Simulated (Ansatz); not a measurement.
A geometry relaxed with PBE0-D3(BJ)/def2-TZVP (Ansatz, a program for electronic structure), charge 0, multiplicity 1:

```xyz
4

Cl     2.0476    -0.2954    -0.0116
Cl    -0.7679     1.9210     0.0050
Al     0.0000     0.0000     0.0000
Cl    -1.2796    -1.6256     0.0066
```

**Question.** Write the SMILES of this molecule.

**Answer.** `[Cl][Al]([Cl])[Cl]`
